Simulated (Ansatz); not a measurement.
# The cluster GeF2+ (doublet): one molecule under many settings

How do the results and run time of the cluster GeF2+ (doublet) respond when the settings are drawn wide?

Method: the settings change from run to run; program: Ansatz 0.2.0, Gaussian basis.

### Step 1. The relaxed structure

An earlier PBE-D4 in a triple-zeta def2 set relaxation fixed the geometry.

3 atoms, charge 1, spin multiplicity 2.

Atoms are counted from 1 here; the program's logs count them from 0.

Bond lengths: Ge1–F2 1.707 Å, Ge1–F3 1.707 Å. Angles: F2–Ge1–F3 117.7°.

### Step 2. BHLYP/cc-pVDZ

Set apart from the defaults: multiplicity 4, D4 dispersion.

in.yaml

```yaml
crystal:
  periodic: [false, false, false]
  atoms:
    - {symbol: Ge, position_ang: [-0.484971, -0.334296, -0.011863]}
    - {symbol: F, position_ang: [1.070014, -1.035397, 0.062952]}
    - {symbol: F, position_ang: [-0.585043, 1.369693, -0.051098]}
basis:
  gaussian: {orbitals: cc-pVDZ}
total_charge: 1
magnetization: {spin_polarized: true, initial_magnetization: 3}
hamiltonian: {xc: {name: BHLYP}, dispersion: d4}
scf: {omitted_lower_state_checks: [starts]}
```

Started as:

```console
> ansatz run in.yaml --threads 4 --pin off --events-out ev --progress --plain --max-ram 3916MiB
```

The log of the run:

```text
Functional definition: BHLYP
  name "BHLYP"
  cite "Becke, J. Chem. Phys. 98, 1372 (1993) doi:10.1063/1.464304"
  cite "Becke, Phys. Rev. A 38, 3098 (1988) doi:10.1103/PhysRevA.38.3098"
  cite "Lee, Yang & Parr, Phys. Rev. B 37, 785 (1988) doi:10.1103/PhysRevB.37.785"
  parameter a = 0.5
  exchange = (1 - a)*b88_x + a*exact_x
  correlation = lyp_c
these checks for a lower state are left out or cut short: starts
589 factors; integrals over basis functions are off by at most 5.5e-4 eV
mean field evaluation 1: about -61927.2707 eV, gradient 3.7e1 eV
mean field evaluation 2: about -61926.0334 eV, gradient 4.3e1 eV
mean field evaluation 4: about -61931.8845 eV, gradient 5.7e-1 eV
mean field evaluation 8: about -61931.9530 eV, gradient 4.2e-1 eV
mean field evaluation 16: about -61931.9883 eV, gradient 4.1e-2 eV
mean field evaluation 32: about -61931.9883 eV, gradient 3.4e-5 eV
mean field evaluation 64: about -61932.0971 eV, gradient 9.6e-6 eV
mean field -61932.09707517 eV, -2275.9625884294 hartree, gradient 7.7e-6 eV, S^2 3.758269; 1 other end points of the search recorded, 0 dependent functions left out
reference -61932.09718548 eV, -2275.9625924833 hartree; 26, 23 occupied and 29, 32 virtual orbitals, 589 factors
Total energy: -61932.13898558 eV, -2275.9641286086 hartree
Checks for a lower state left out: starts
```

It took 3.2 s on 4 threads of Arm Neoverse V1, shared host.

⟨S²⟩ 3.758.

### Step 3. MP2/def2-TZVPP

Options: charge +2, multiplicity 1, unrestricted orbitals, finite nuclei.

in.yaml

```yaml
crystal:
  periodic: [false, false, false]
  atoms:
    - {symbol: Ge, position_ang: [-0.484971, -0.334296, -0.011863]}
    - {symbol: F, position_ang: [1.070014, -1.035397, 0.062952]}
    - {symbol: F, position_ang: [-0.585043, 1.369693, -0.051098]}
basis:
  gaussian: {orbitals: def2-TZVPP, nuclear_model: gaussian}
total_charge: 2
magnetization: {spin_polarized: true, initial_magnetization: 0}
hamiltonian: {xc: {name: HF}}
correlation: {method: mp2}
scf: {omitted_lower_state_checks: [starts]}
```

Same command.

The log of the run, shortened:

```text
Functional definition: HF
  name "HF"
  cite "Fock, Z. Phys. 61, 126 (1930) doi:10.1007/BF01340294"
  parent pbe
[...]
739 factors; integrals over basis functions are off by at most 7.6e-4 eV
[...]
mean field -61859.16124180 eV, -2273.2822459907 hartree, gradient 2.7e-6 eV, S^2 0.490888; 1 other end points of the search recorded, 0 dependent functions left out
11 core orbitals not correlated: weight in the atoms' cores, before any rotation towards them, 1.000 or more for the frozen orbitals, at most 0.000 for the correlated occupied ones
reference -61859.16124180 eV, -2273.2822459907 hartree; 13, 13 occupied and 86, 86 virtual orbitals, 739 factors
second order -18.23816569 eV of doubles, -0.00000000 eV of singles
Total energy: -61877.39940749 eV, -2273.9524862177 hartree
Checks for a lower state left out: starts
```

Wall time 1.4 s (4 threads of Arm Neoverse V1, shared host).

⟨S²⟩ 0.491. The spin excess of 0.49 shows a contaminated determinant.

### Step 4. r2SCANh/aug-cc-pVDZ

This run has charge +2, multiplicity 1, unrestricted orbitals, D3(BJ) with three-body dispersion.

Edit in.yaml of step 3 so:

```diff
@@ -7,7 +7,7 @@
 basis:
-  gaussian: {orbitals: def2-TZVPP, nuclear_model: gaussian}
+  gaussian: {orbitals: aug-cc-pVDZ}
 total_charge: 2
 magnetization: {spin_polarized: true, initial_magnetization: 0}
-hamiltonian: {xc: {name: HF}}
-correlation: {method: mp2}
+hamiltonian: {xc: {name: r2SCANh}, dispersion: d3bjatm}
 scf: {omitted_lower_state_checks: [starts]}
+output: {forces: true}
```

Launched as before.

The log of the run, shortened:

```text
Functional definition: r2SCANh
  name "r2SCANh"
  cite "Bursch, Neugebauer, Ehlert & Grimme, J. Chem. Phys. 156, 134105 (2022) doi:10.1063/5.0086040"
  cite "Furness, Kaplan, Ning, Perdew & Sun, J. Phys. Chem. Lett. 11, 8208 (2020) doi:10.1021/acs.jpclett.0c02405"
  cite "Furness, Kaplan, Ning, Perdew & Sun, J. Phys. Chem. Lett. 11, 9248 (2020) doi:10.1021/acs.jpclett.0c03077"
  parent r2scan
[...]
828 factors; integrals over basis functions are off by at most 3.4e-4 eV
[...]
mean field -61919.00495174 eV, -2275.4814617676 hartree, gradient 2.1e-5 eV, S^2 0.000000; 0 other end points of the search recorded, 0 dependent functions left out
[...]
reference -61919.00496686 eV, -2275.4814623230 hartree; 24, 24 occupied and 58, 58 virtual orbitals, 828 factors
Total energy: -61919.01242377 eV, -2275.4817363595 hartree
Atom 0 at    -0.484971    -0.334296    -0.011863 Å, force     2.698956     1.860412     0.066003 eV/Å
Atom 1 at     1.070014    -1.035397     0.062952 Å, force    -1.843924    -0.211689    -0.067074 eV/Å
Atom 2 at    -0.585043     1.369693    -0.051098 Å, force    -0.855032    -1.648722     0.001071 eV/Å
Dipole moment:    -0.628654    -0.433336    -0.015374 e Å
Checks for a lower state left out: starts
```

Run time: 2.9 s. Hardware: 4 threads of Arm Neoverse V1, shared host.

Largest force 3.279 eV/Å, ⟨S²⟩ 0.000.

### Step 5. wB97X-V/pcseg-2

This run has coordinates scaled by 0.96.

in.yaml

```yaml
crystal:
  periodic: [false, false, false]
  atoms:
    - {symbol: Ge, position_ang: [-0.465572, -0.320924, -0.011389]}
    - {symbol: F, position_ang: [1.027213, -0.993981, 0.060434]}
    - {symbol: F, position_ang: [-0.561641, 1.314906, -0.049054]}
basis:
  gaussian: {orbitals: pcseg-2}
total_charge: 1
magnetization: {spin_polarized: true, initial_magnetization: 1}
hamiltonian: {xc: {name: wB97X-V}}
scf: {omitted_lower_state_checks: [starts]}
```

Launched as before.

The log of the run, shortened:

```text
Functional definition: wB97X-V
  name "wB97X-V"
  cite "Mardirossian & Head-Gordon, Phys. Chem. Chem. Phys. 16, 9904 (2014) doi:10.1039/C3CP54374A"
  cite "Becke, J. Chem. Phys. 107, 8554 (1997) doi:10.1063/1.475007"
  cite "Vydrov & Van Voorhis, J. Chem. Phys. 133, 244103 (2010) doi:10.1063/1.3521275"
[...]
      + integral(e_c_pw_opposite_spin*poly(b97_u_opposite, cos0, cos1)) + vv10(b, c)
[...]
685 factors; their error is unknown
125 factors; integrals over basis functions are off by at most 3.7e-5 eV
[...]
mean field -61939.02792003 eV, -2276.2172922801 hartree, gradient 4.0e-5 eV, S^2 0.754034; 0 other end points of the search recorded, 0 dependent functions left out
reference -61939.02791948 eV, -2276.2172922597 hartree; 25, 24 occupied and 78, 79 virtual orbitals, 685 factors
Total energy: -61939.02791948 eV, -2276.2172922597 hartree
Checks for a lower state left out: starts
```

It took 3.1 s on 4 threads of Arm Neoverse V1, shared host.

⟨S²⟩ 0.754.

### Step 6. The runs in one table

| level | charge | multiplicity | geometry | functions | energy (eV) | time |
| --- | --- | --- | --- | --- | --- | --- |
| BHLYP/cc-pVDZ | 1 | 4 | relaxed | 55 | -61932.139 | 3.2 s |
| MP2/def2-TZVPP | 2 | 1 | relaxed | 110 | -61877.399 | 1.4 s |
| r2SCANh/aug-cc-pVDZ | 2 | 1 | relaxed | 82 | -61919.012 | 2.9 s |
| wB97X-V/pcseg-2 | 1 | 2 | scaled | 103 | -61939.028 | 3.1 s |

### Step 7. Results

```
quantity                  value
    runs                      4
quickest  MP2/def2-TZVPP, 1.4 s
 slowest   BHLYP/cc-pVDZ, 3.2 s
```

The runs differ in state or geometry as well as level, so their energies can't be set against each other. BHLYP/cc-pVDZ took 2 times as long as MP2/def2-TZVPP. The jobs differ in tasks and options as well as level.
